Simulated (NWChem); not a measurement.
System: NH2, doublet; SMILES [NH2]

NWChem input:

```
start job
memory heap 200 mb stack 900 mb global 1100 mb
geometry units angstroms noautosym nocenter noautoz
  N      0.000000     0.000000     0.177819
  H      0.799965     0.000000    -0.477414
  H     -0.799965     0.000000    -0.477414
end
basis spherical
  N library 6-31g*
  H library 6-31g*
end
dft
  odft
  mult 2
  xc pbe0
  iterations 150
end
property
  hyperfine
end
task dft property
```

NWChem printed, in part:

```
             Northwest Computational Chemistry Package (NWChem) 7.3.0
             --------------------------------------------------------

                             Geometry "geometry" -> ""
                             -------------------------

 Output coordinates in angstroms (scale by  1.889725989 to convert to a.u.)

  No.       Tag          Charge          X              Y              Z
 ---- ---------------- ---------- -------------- -------------- --------------
    1 N                    7.0000     0.00000000     0.00000000     0.17781900
    2 H                    1.0000     0.79996500     0.00000000    -0.47741400
    3 H                    1.0000    -0.79996500     0.00000000    -0.47741400

 Effective nuclear repulsion energy (a.u.)       7.4952296545

                              NWChem Property Module
                              ----------------------

  itol2e modified to match energy
  convergence criterion.

                                 NWChem DFT Module
                                 -----------------

 Summary of "ao basis" -> "ao basis" (spherical)
 ------------------------------------------------------------------------------
       Tag                 Description            Shells   Functions and Types
 ---------------- ------------------------------  ------  ---------------------
 N                           6-31g*                  6       14   3s2p1d
 H                           6-31g*                  2        2   2s

  itol2e modified to match energy
  convergence criterion.

            General Information
            -------------------
          SCF calculation type: DFT
          Wavefunction type:  spin polarized.
          No. of atoms     :     3
          No. of electrons :     9
           Alpha electrons :     5
            Beta electrons :     4
          Charge           :     0
          Spin multiplicity:     2
          Use of symmetry is: off; symmetry adaption is: off
          Maximum number of iterations: 150
          AO basis - number of functions:    18
                     number of shells:    10
          Convergence on energy requested:  1.00D-07
          Convergence on density requested:  1.00D-05
          Convergence on gradient requested:  5.00D-04

              XC Information
              --------------
                         PBE0 Method XC Functional
                     Hartree-Fock (Exact) Exchange  0.250
          PerdewBurkeErnzerhof Exchange Functional  0.750
            Perdew 1991 LDA Correlation Functional  1.000 local
           PerdewBurkeErnz. Correlation Functional  1.000 non-local

             Grid Information
             ----------------
          Grid used for XC integration:  fine
          Radial quadrature: Mura-Knowles
          Angular quadrature: Lebedev.
          Tag              B.-S. Rad. Rad. Pts. Rad. Cut. Ang. Pts.
          ---              ---------- --------- --------- ---------
          N                   0.65       70           6.0       590
          H                   0.35       60           6.0       590
          Grid pruning is: on
          Number of quadrature shells:   190
          Spatial weights used:  Erf1

      Superposition of Atomic Density Guess
      -------------------------------------

 Sum of atomic energies:         -55.29020332

      Non-variational initial energy
      ------------------------------

 Total energy =     -55.343462
 1-e energy   =     -89.199232
 2-e energy   =      26.360540
 HOMO         =      -0.274421
 LUMO         =       0.157612

   convergence    iter        energy       DeltaE   RMS-Dens  Diis-err
 ---------------- ----- ----------------- --------- --------- ---------
 d= 0,ls=0.0,diis     1    -55.7875142812 -6.33D+01  8.59D-03  3.22D-02
                                                     7.97D-03  2.81D-02
 d= 0,ls=0.0,diis     2    -55.8018367244 -1.43D-02  1.84D-03  2.33D-03
                                                     1.47D-03  1.57D-03
 d= 0,ls=0.0,diis     3    -55.8026942485 -8.58D-04  6.31D-04  1.50D-04
                                                     9.17D-04  3.15D-04
 d= 0,ls=0.0,diis     4    -55.8027842723 -9.00D-05  3.80D-04  1.08D-04
                                                     1.73D-04  3.27D-05
 d= 0,ls=0.0,diis     5    -55.8028202074 -3.59D-05  8.70D-05  5.18D-07
                                                     1.05D-04  1.94D-06
  Resetting Diis
 d= 0,ls=0.0,diis     6    -55.8028220831 -1.88D-06  2.88D-05  5.19D-08
                                                     2.93D-05  4.16D-08
 d= 0,ls=0.0,diis     7    -55.8028221737 -9.07D-08  2.63D-06  5.79D-10
                                                     3.61D-06  7.66D-10

         Total DFT energy =      -55.802822173735
      One electron energy =      -90.102164633646
           Coulomb energy =       34.337400378221
    Exchange-Corr. energy =       -7.533287572800
 Nuclear repulsion energy =        7.495229654491

 Numeric. integr. density =        9.000000260241

                    DFT Final Alpha Molecular Orbital Analysis
                    ------------------------------------------

 Vector    3  Occ=1.000000D+00  E=-4.778377D-01
              MO Center=  3.2D-11,  9.5D-14, -1.0D-01, r^2= 9.6D-01
   Bfn.  Coefficient  Atom+Function         Bfn.  Coefficient  Atom+Function
  ----- ------------  ---------------      ----- ------------  ---------------
     3      0.496224  1 N  px                 7      0.248373  1 N  px
    15      0.239612  2 H  s                 17     -0.239612  3 H  s
    16      0.164791  2 H  s                 18     -0.164791  3 H  s
    13      0.046157  1 N  d  1

 Vector    4  Occ=1.000000D+00  E=-3.339534D-01
              MO Center= -7.9D-13,  3.5D-11,  3.0D-01, r^2= 8.6D-01
   Bfn.  Coefficient  Atom+Function         Bfn.  Coefficient  Atom+Function
  ----- ------------  ---------------      ----- ------------  ---------------
     5      0.524669  1 N  pz                 6      0.397112  1 N  s
     9      0.368267  1 N  pz                 2      0.199534  1 N  s
    15     -0.136657  2 H  s                 17     -0.136657  3 H  s
    16     -0.120762  2 H  s                 18     -0.120762  3 H  s
     1     -0.090836  1 N  s                 12     -0.040145  1 N  d  0

 Vector    5  Occ=1.000000D+00  E=-3.259161D-01
              MO Center= -4.7D-13, -3.6D-11,  1.6D-01, r^2= 7.6D-01
   Bfn.  Coefficient  Atom+Function         Bfn.  Coefficient  Atom+Function
  ----- ------------  ---------------      ----- ------------  ---------------
     4      0.650572  1 N  py                 8      0.492582  1 N  py
    11     -0.035945  1 N  d -1

 Vector    6  Occ=0.000000D+00  E= 9.373841D-02
              MO Center=  8.4D-12, -6.3D-14, -5.9D-01, r^2= 2.6D+00
   Bfn.  Coefficient  Atom+Function         Bfn.  Coefficient  Atom+Function
  ----- ------------  ---------------      ----- ------------  ---------------
     6      1.366870  1 N  s                 16     -1.136261  2 H  s
    18     -1.136261  3 H  s                  9     -0.640225  1 N  pz
     5     -0.292028  1 N  pz                 2      0.162927  1 N  s
     1     -0.095470  1 N  s                 15     -0.078904  2 H  s
    17     -0.078904  3 H  s

 Vector    7  Occ=0.000000D+00  E= 1.649175D-01
              MO Center= -2.6D-11,  5.6D-14, -5.3D-01, r^2= 2.5D+00
   Bfn.  Coefficient  Atom+Function         Bfn.  Coefficient  Atom+Function
  ----- ------------  ---------------      ----- ------------  ---------------
    16      1.360728  2 H  s                 18     -1.360728  3 H  s
     7     -0.941488  1 N  px                 3     -0.434142  1 N  px
    15      0.105984  2 H  s                 17     -0.105984  3 H  s

 Vector    8  Occ=0.000000D+00  E= 6.735328D-01
              MO Center=  3.0D-14,  4.0D-12,  1.8D-01, r^2= 1.5D+00
   Bfn.  Coefficient  Atom+Function         Bfn.  Coefficient  Atom+Function
  ----- ------------  ---------------      ----- ------------  ---------------
     8     -1.061301  1 N  py                 4      0.972292  1 N  py

                     DFT Final Beta Molecular Orbital Analysis
                     -----------------------------------------

 Vector    2  Occ=1.000000D+00  E=-8.163884D-01
              MO Center= -2.9D-11,  3.0D-14, -1.2D-01, r^2= 6.6D-01
   Bfn.  Coefficient  Atom+Function         Bfn.  Coefficient  Atom+Function
  ----- ------------  ---------------      ----- ------------  ---------------
     6      0.439871  1 N  s                  2      0.410521  1 N  s
     1     -0.195624  1 N  s                 15      0.170647  2 H  s
    17      0.170647  3 H  s                  5     -0.147684  1 N  pz
     9     -0.076163  1 N  pz                14      0.027012  1 N  d  2

 Vector    3  Occ=1.000000D+00  E=-4.629687D-01
              MO Center=  3.6D-11,  1.3D-14, -1.2D-01, r^2= 9.9D-01
   Bfn.  Coefficient  Atom+Function         Bfn.  Coefficient  Atom+Function
  ----- ------------  ---------------      ----- ------------  ---------------
     3      0.476862  1 N  px                15      0.252215  2 H  s
    17     -0.252215  3 H  s                  7      0.232707  1 N  px
    16      0.184638  2 H  s                 18     -0.184638  3 H  s
    13      0.043618  1 N  d  1

 Vector    4  Occ=1.000000D+00  E=-3.073785D-01
              MO Center=  4.3D-14, -2.6D-12,  3.4D-01, r^2= 8.6D-01
   Bfn.  Coefficient  Atom+Function         Bfn.  Coefficient  Atom+Function
  ----- ------------  ---------------      ----- ------------  ---------------
     5      0.510136  1 N  pz                 6      0.425864  1 N  s
     9      0.373752  1 N  pz                 2      0.206502  1 N  s
    15     -0.132430  2 H  s                 17     -0.132430  3 H  s
    16     -0.122404  2 H  s                 18     -0.122404  3 H  s
     1     -0.097500  1 N  s                 12     -0.029837  1 N  d  0

 Vector    5  Occ=0.000000D+00  E=-7.666235D-02
              MO Center= -4.7D-13,  2.5D-12,  1.6D-01, r^2= 9.0D-01
   Bfn.  Coefficient  Atom+Function         Bfn.  Coefficient  Atom+Function
  ----- ------------  ---------------      ----- ------------  ---------------
     8      0.590931  1 N  py                 4      0.555700  1 N  py
    11     -0.030732  1 N  d -1

 Vector    6  Occ=0.000000D+00  E= 1.053307D-01
              MO Center=  7.0D-12,  3.6D-13, -6.0D-01, r^2= 2.6D+00
   Bfn.  Coefficient  Atom+Function         Bfn.  Coefficient  Atom+Function
  ----- ------------  ---------------      ----- ------------  ---------------
     6      1.417877  1 N  s                 16     -1.155507  2 H  s
    18     -1.155507  3 H  s                  9     -0.652969  1 N  pz
     5     -0.288327  1 N  pz                 2      0.152932  1 N  s
     1     -0.099807  1 N  s                 15     -0.065530  2 H  s
    17     -0.065530  3 H  s

 Vector    7  Occ=0.000000D+00  E= 1.715914D-01
              MO Center= -2.6D-11, -1.3D-14, -5.2D-01, r^2= 2.5D+00
   Bfn.  Coefficient  Atom+Function         Bfn.  Coefficient  Atom+Function
  ----- ------------  ---------------      ----- ------------  ---------------
    16      1.369859  2 H  s                 18     -1.369859  3 H  s
     7     -0.963786  1 N  px                 3     -0.435201  1 N  px
    15      0.095548  2 H  s                 17     -0.095548  3 H  s

   alpha - beta orbital overlaps
   -----------------------------

[...]

          ----------------------
          Hyperfine Interactions
          ----------------------

 Total Spin Density (Fermi Contact Term)
 ------------------ --------------------
     Atom            x         y         z       Density (a.u.)      Aiso(MHz)     Aiso(Gauss)
     1  14-N      0.00000   0.00000   0.33603       0.146176         47.230239      16.852895
     2   1-H      1.51171   0.00000  -0.90218      -0.015623        -69.832736     -24.918015
     3   1-H     -1.51171   0.00000  -0.90218      -0.015623        -69.832736     -24.918015

           -------------------------------------------
           Anisotropic Interaction (Spin-Dipolar Term)
           -------------------------------------------

 ------------------------------------------------------------
     Atom            x         y         z
 ------------------------------------------------------------
     1  14-N      0.00000   0.00000   0.33603

   Spin-Dipolar term (a.u.)
        xx             yy             zz             xy             xz             yz
 ------------------------------------------------------------------------------------------
      -1.024039       2.088866      -1.064828      -0.000000      -0.000000       0.000000

   Principal Comp. of -hf- tensor (au)            Anisotropic -hfcc- (MHz)               Anisotropic -hfcc- (Gauss)
 --------------------------------------------------------------------------------------------------------------------------
     -1.024039     2.088866    -1.064828     -39.494866    80.562880   -41.068014     -14.092726    28.746790   -14.654064

   Orientation of the principal axis of Hyperfine Tensor w.r.t absolute (molecular) frame
 --------------------------------------------------------------------------------------------------------------------------
      1.000000    -0.000000    -0.000000
     -0.000000     1.000000     0.000000
     -0.000000     0.000000     1.000000

 ------------------------------------------------------------
     Atom            x         y         z
 ------------------------------------------------------------
     2   1-H      1.51171   0.00000  -0.90218

   Spin-Dipolar term (a.u.)
        xx             yy             zz             xy             xz             yz
 ------------------------------------------------------------------------------------------
       0.039049      -0.023219      -0.015829       0.000000      -0.107685       0.000000

   Principal Comp. of -hf- tensor (au)            Anisotropic -hfcc- (MHz)               Anisotropic -hfcc- (Gauss)
 --------------------------------------------------------------------------------------------------------------------------
      0.122735    -0.023219    -0.099516      65.485625   -12.388746   -53.096879      23.366860    -4.420605   -18.946255

   Orientation of the principal axis of Hyperfine Tensor w.r.t absolute (molecular) frame
 --------------------------------------------------------------------------------------------------------------------------
      0.789594     0.000000     0.613629
      0.000000     1.000000    -0.000000
     -0.613629     0.000000     0.789594

 ------------------------------------------------------------
     Atom            x         y         z
 ------------------------------------------------------------
     3   1-H     -1.51171   0.00000  -0.90218

   Spin-Dipolar term (a.u.)
        xx             yy             zz             xy             xz             yz
 ------------------------------------------------------------------------------------------
       0.039049      -0.023219      -0.015829      -0.000000       0.107685       0.000000

   Principal Comp. of -hf- tensor (au)            Anisotropic -hfcc- (MHz)               Anisotropic -hfcc- (Gauss)
 --------------------------------------------------------------------------------------------------------------------------
      0.122735    -0.023219    -0.099516      65.485625   -12.388746   -53.096879      23.366860    -4.420605   -18.946255

   Orientation of the principal axis of Hyperfine Tensor w.r.t absolute (molecular) frame
 --------------------------------------------------------------------------------------------------------------------------
      0.789594    -0.000000    -0.613629
     -0.000000     1.000000    -0.000000
      0.613629     0.000000     0.789594
```

Level: PBE0/6-31G* (spherical d), spin-unrestricted, contact and dipolar terms. In the optimisation the excess spin sits in b2 (C2v, its own frame). Geometry: optimised at PBE0/def2-SVP, spin-unrestricted. No stability test was run on the SCF state.
